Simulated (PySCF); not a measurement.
# Worked example for water: ionisation energy to the radical cation

Structure: `O` (H2O).

These are calculated values, PBE0-D3(BJ)/ma-def2-TZVP in PySCF (grid level 2) at geometries from PBE0-D3(BJ)/def2-SVP. Zero-point energies come from unscaled PBE0-D3(BJ)/def2-SVP harmonic frequencies.

```csv
state,structure,E / Eh
parent,parent,-76.379218
radical cation,parent,-75.917305
radical cation,radical cation,-75.921353
parent,radical cation,-76.374763
```

Zero-point energy of the radical cation less that of the parent: -0.078 eV. 1 Eh = 27.2114 eV.

Problem. Work out the vertical and adiabatic ionisation energy.

Solution. Vertical: (-75.917305) − (-76.379218) = 0.461913 Eh = 12.57 eV. Adiabatic: 0.457865 Eh = 12.459 eV, and 12.38 eV with zero-point energy.

Problem. And the inner reorganisation energy of self-exchange?

Solution. The radical cation relaxes by 110.2 meV and the parent by 121.2 meV, so λ = 231 meV.

---

## Worked example for aminomethyl: ionisation energy to the singlet cation

Structure: `[CH2]N` (CH4N•). The parent is a doublet.

These are calculated values, ωB97X-D3(BJ)/ma-def2-TZVP in PySCF (grid level 2) at geometries from PBE0-D3(BJ)/ma-def2-SVP. Zero-point energies come from unscaled PBE0-D3(BJ)/ma-def2-SVP harmonic frequencies.

| state | structure | E / Eh |
| --- | --- | --- |
| parent | parent | -95.279178 |
| singlet cation | parent | -95.020360 |
| singlet cation | singlet cation | -95.049217 |
| parent | singlet cation | -95.264729 |

Zero-point energy of the singlet cation less that of the parent: 0.110 eV. 1 Eh = 27.2114 eV.

Work out the vertical and adiabatic ionisation energy.

Vertical: (-95.020360) − (-95.279178) = 0.258818 Eh = 7.04 eV. Adiabatic: 0.229961 Eh = 6.258 eV, and 6.37 eV with zero-point energy.

And the inner reorganisation energy of self-exchange?

The singlet cation relaxes by 785.3 meV and the parent by 393.2 meV, so λ = 1178 meV.

---

## Worked example for `CO[SiH3]` (CH6OSi): ionisation energy to the radical cation

These are calculated values, ωB97X-D3(BJ)/ma-def2-TZVP in PySCF (grid level 2) at geometries from PBE0-D3(BJ)/def2-SVP. Zero-point energies come from unscaled PBE0-D3(BJ)/def2-SVP harmonic frequencies.

```tsv
state	structure	E / Eh
parent	parent	-406.572032
radical cation	parent	-406.178462
radical cation	radical cation	-406.193856
parent	radical cation	-406.548031
```

Zero-point energy of the radical cation less that of the parent: -0.110 eV. 1 Eh = 27.2114 eV.

Task: Work out the vertical and adiabatic ionisation energy.

Result: Vertical: (-406.178462) − (-406.572032) = 0.393570 Eh = 10.71 eV. Adiabatic: 0.378176 Eh = 10.291 eV, and 10.18 eV with zero-point energy.

Task: And the inner reorganisation energy of self-exchange?

Result: The radical cation relaxes by 418.9 meV and the parent by 653.1 meV, so λ = 1072 meV.
